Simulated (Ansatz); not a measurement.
System: molecular chlorine, Cl2, net charge 0, singlet state. 
Structure (B3LYP-D3(BJ)/def2-TZVP (Ansatz, a first-principles code) minimum search):
```
Cl
Cl 1 2.0135
```

Basis-set convergence of Hartree-Fock and CCSD correlation energies (hartree) with Ansatz. Correlated levels leave the core frozen unless marked. No spin-orbit coupling. No relativistic terms.

| basis | functions | E(HF) | E(corr, CCSD) |
|---|---|---|---|
| def2-SVP | 36 | -918.65905 | -0.29410 |
| def2-TZVPP | 84 | -918.98250 | -0.41324 |
| def2-QZVPP | 140 | -919.00904 | -0.45022 |

Extrapolating the two largest sets (X = 3 and 4) as X^-3: E(corr) = (64·(-0.45022) - 27·(-0.41324))/37 = -0.4772 Eh, an estimate of the basis-set limit. The largest set recovers 94.3 % of it, the smallest 61.6 %.
